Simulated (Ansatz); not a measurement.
Cost and result for the atomization energy of C2H7PS (`CCSP`) (11 atoms, 10 bonds).

```json
{"atom": "C1", "x (Å)": "-0.762", "y (Å)": "0.584", "z (Å)": "-1.611"}
{"atom": "C2", "x (Å)": "-0.223", "y (Å)": "0.590", "z (Å)": "-0.195"}
{"atom": "S3", "x (Å)": "0.370", "y (Å)": "-1.084", "z (Å)": "0.215"}
{"atom": "P4", "x (Å)": "1.011", "y (Å)": "-0.754", "z (Å)": "2.191"}
{"atom": "H5", "x (Å)": "0.012", "y (Å)": "0.300", "z (Å)": "-2.327"}
{"atom": "H6", "x (Å)": "-1.123", "y (Å)": "1.580", "z (Å)": "-1.878"}
{"atom": "H7", "x (Å)": "-1.593", "y (Å)": "-0.117", "z (Å)": "-1.715"}
{"atom": "H8", "x (Å)": "-1.000", "y (Å)": "0.871", "z (Å)": "0.518"}
{"atom": "H9", "x (Å)": "0.606", "y (Å)": "1.292", "z (Å)": "-0.095"}
{"atom": "H10", "x (Å)": "2.288", "y (Å)": "-1.370", "z (Å)": "2.104"}
{"atom": "H11", "x (Å)": "0.413", "y (Å)": "-1.892", "z (Å)": "2.794"}
```

Total charge 0; spin multiplicity 1. All single points use the PBE0-D4/def2-TZVP geometry. It is one conformer, not always the lowest. Program: Ansatz. All runs use 4 threads of an Arm Neoverse V1 on a shared host. Times are those of one run each, without the atoms' runs, and a repeat can differ threefold. Electronic energies, without spin–orbit coupling; frozen cores. CCSD(T)/CBS adds CCSD(T) − MP2 in def2-TZVPP to the MP2 limit, and its time is that of the two runs behind it. T1 = 0.011. B3LYP takes the VWN-RPA correlation (the form of Gaussian; ORCA's B3LYP/G). HSE06 is the plane-wave form, built on full-range PBE exchange.

CCSD(T)/CBS is a level of theory with its own doubt, some kJ/mol a heavy atom from the limit and from the frozen cores, so smaller differences don't rank the functionals.

```json
{"level": "LDA (SPW92)/def2-TZVPP", "functions": "244", "wall time": "1.1 s", "atomization (kJ/mol)": "4296.3", "difference from CCSD(T)/CBS": "531.4", "per bond": "53.1"}
{"level": "PBE-D4/def2-TZVPP (with forces)", "functions": "244", "wall time": "2.4 s", "atomization (kJ/mol)": "3832.5", "difference from CCSD(T)/CBS": "67.6", "per bond": "6.8"}
{"level": "PBE0-D4/def2-TZVPP", "functions": "244", "wall time": "2.8 s", "atomization (kJ/mol)": "3784.1", "difference from CCSD(T)/CBS": "19.2", "per bond": "1.9"}
{"level": "BHLYP-D4/def2-TZVPP", "functions": "244", "wall time": "2.9 s", "atomization (kJ/mol)": "3689.5", "difference from CCSD(T)/CBS": "-75.4", "per bond": "-7.5"}
{"level": "HSE06-D4/def2-TZVPP", "functions": "244", "wall time": "3.1 s", "atomization (kJ/mol)": "3786.6", "difference from CCSD(T)/CBS": "21.7", "per bond": "2.2"}
{"level": "CCSD(T)/def2-SVP", "functions": "99", "wall time": "3.1 s", "atomization (kJ/mol)": "3524.5", "difference from CCSD(T)/CBS": "-240.4", "per bond": "-24.0"}
{"level": "CAM-B3LYP-D4/def2-TZVPP", "functions": "244", "wall time": "3.3 s", "atomization (kJ/mol)": "3779.3", "difference from CCSD(T)/CBS": "14.4", "per bond": "1.4"}
{"level": "B3LYP-D4/def2-TZVPP (with forces)", "functions": "244", "wall time": "4.4 s", "atomization (kJ/mol)": "3778.5", "difference from CCSD(T)/CBS": "13.6", "per bond": "1.4"}
{"level": "r2SCAN-D4/def2-TZVPP (with forces)", "functions": "244", "wall time": "4.6 s", "atomization (kJ/mol)": "3775.6", "difference from CCSD(T)/CBS": "10.7", "per bond": "1.1"}
{"level": "B2PLYP/def2-TZVPP", "functions": "244", "wall time": "5.5 s", "atomization (kJ/mol)": "3720.9", "difference from CCSD(T)/CBS": "-44.0", "per bond": "-4.4"}
{"level": "MP2/def2-QZVPP", "functions": "464", "wall time": "21 s", "atomization (kJ/mol)": "3734.0", "difference from CCSD(T)/CBS": "-30.9", "per bond": "-3.1"}
{"level": "CCSD(T)/def2-TZVPP", "functions": "244", "wall time": "100 s", "atomization (kJ/mol)": "3661.3", "difference from CCSD(T)/CBS": "-103.6", "per bond": "-10.4"}
{"level": "CCSD(T)/CBS(def2)", "functions": "–", "wall time": "2 min", "atomization (kJ/mol)": "3764.9", "difference from CCSD(T)/CBS": "0.0", "per bond": "0.0"}
```

From PBE to PBE0 (25 % exact exchange), in def2-TZVPP and without D4, the atomization energy moves by −44.8 kJ/mol: exact exchange takes away binding that semilocal exchange gives to molecules. In def2-TZVPP, CCSD(T) changes the Hartree–Fock value by +922.7 kJ/mol (the triples alone add +51.7 kJ/mol) and MP2 by +934.6 kJ/mol; breaking electron pairs costs correlation energy, which Hartree–Fock lacks. The D4 term adds +37.1 kJ/mol with B3LYP and +19.3 kJ/mol with PBE0; it sums over pairs of atoms, weighted by their polarisabilities, and B3LYP, whose exchange is more repulsive, gets the larger term.
